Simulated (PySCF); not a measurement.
# Nitrogen: a sound run and one with changed settings

Sound run: N [He] 2s2 2p3, N⁺ [He] 2s2 2p2. Computed with PySCF 2.14 in jorge-DZP-DKH, with the spin-free X2C one-electron Hamiltonian (Gaussian nucleus). The sound run starts from symmetry-adapted Hartree-Fock orbitals and uses a fine grid where one is needed.

Changed run: initial guess minao, at most 5 SCF cycles. This setting is unsound on purpose.

| species | method | sound run (hartree) | changed run (hartree) | converged |
| --- | --- | --- | --- | --- |
| N | UHF | -54.42629 | -54.42629 | no |
| N | M06-L | -54.62324 | -54.62324 | no |
| N | PBE | -54.55389 | -54.55389 | no |
| N⁺ | UHF | -53.91446 | -53.91446 | no |
| N⁺ | M06-L | -54.07925 | -54.07925 | no |
| N⁺ | PBE | -54.01384 | -54.01384 | no |

The SCF was stopped early; the energies are upper bounds that still move, and correlated levels were skipped or rest on poor orbitals.
